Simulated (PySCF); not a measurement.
MP cations for M along the third period

PBE0 with double-zeta basis sets in PySCF, for the lowest determinant that a PBE0 search found; no spin–orbit coupling. De refers to high-spin ground-configuration atoms (the charge goes to the atom of lower measured ionisation energy or higher electron affinity, which is not always the lowest computed limit). A positive dipole points towards P; it is taken about the centre of mass and depends on that origin.

```tsv
M	basis	charged atom	state (unpaired electrons)	Re (Å)	ωe (cm⁻¹)	De (eV)	μ (D)
Na	def2-SVP	Na+	quartet (σ ↑, π ↑↑)	3.119	120	0.27	-6.94
Mg	def2-SVP	Mg+	triplet (π ↑↑)	2.487	337	1.43	-7.08
Al	def2-SVPD	Al+	quartet (σ ↑, π ↑↑)	2.479	260	0.85	-3.18
Si	x2c-SVPall	Si+	triplet (π ↑↑)	2.233	505	2.93	-1.87
P	def2-SVP	P+	doublet (π ↑)	1.980	720	4.72	n/a
```

(1) By what factor does the bond length vary along the series?

The rows differ in basis set, which adds steps of its own.

The state changes along the series, so neighbouring rows are not always alike in their bonding.

Weak bonds: NaP⁺. Basis-set superposition, not corrected here, can be much of De in a small basis, most of all at correlated wavefunction levels. For an ion De counts to the pair picked by the measured ionisation energies or electron affinities, which need not be the lowest pair at this level. States were picked by a PBE0 search and need not be the measured ground states.

Results:

(1) At PBE0 it runs from 1.980 Å (P₂⁺) to 3.119 Å (NaP⁺), a factor of 1.58.
